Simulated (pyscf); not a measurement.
PySCF, gas phase, ωB97X-D3(BJ)/def2-SVP geometries.

Q: For the elementary gas-phase step H₃Sn–SnH₃ (SMILES [SnH3][SnH3]) + H₂S (SMILES S) -> HS–SnH₂–SnH₃ (SMILES [SH][SnH2][SnH3]) + H₂ (SMILES [H][H]) (singlet surface; H–Sn, H–S broken, S–Sn, H–H formed), what barrier and reaction energy does ωB97M-D3(BJ)/def2-TZVP give, measured from the separated reactants?

A: ΔE‡ = 43.0 kcal/mol, ΔE = -8.2 kcal/mol. Zero-point energy shifts the barrier by -0.7 kcal/mol. It is a four-centre exchange, with an imaginary mode of 1598i cm⁻¹. This is the saddle that the search found; another between the same sides may lie lower. Elements past Kr carry the def2 core potentials, without spin-orbit coupling.
